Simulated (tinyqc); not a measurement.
Worked calculation: harmonic frequencies on the unrestricted LDA (VWN5)/sto-6g surface (energies and gradients from PySCF), for OH+, spin multiplicity 3. One step of it, computed by the program tinyqc.

Question. One row of the Hessian: 2Hz. Displace 2Hz by +/-0.002 bohr; H(k, :) = (g(+) - g(-)) / (2 delta).

optimised positions (bohr):
```
           x         y          z
1O  0.000000  0.000000  -0.192366
2H  0.000000  0.000000   1.946024
```

gradient at +delta (hartree/bohr):
```
             x           y            z
1O  0.00000000  0.00000000  -0.00062929
2H  0.00000000  0.00000000   0.00063030
```

gradient at -delta (hartree/bohr):
```
             x           y            z
1O  0.00000000  0.00000000   0.00061267
2H  0.00000000  0.00000000  -0.00061171
```

Give: row of the Hessian.

Answer.

row of the Hessian (hartree/bohr^2): 1Ox 0.00000, 1Oy 0.00000, 1Oz -0.31049, 2Hx 0.00000, 2Hy 0.00000, 2Hz 0.31050
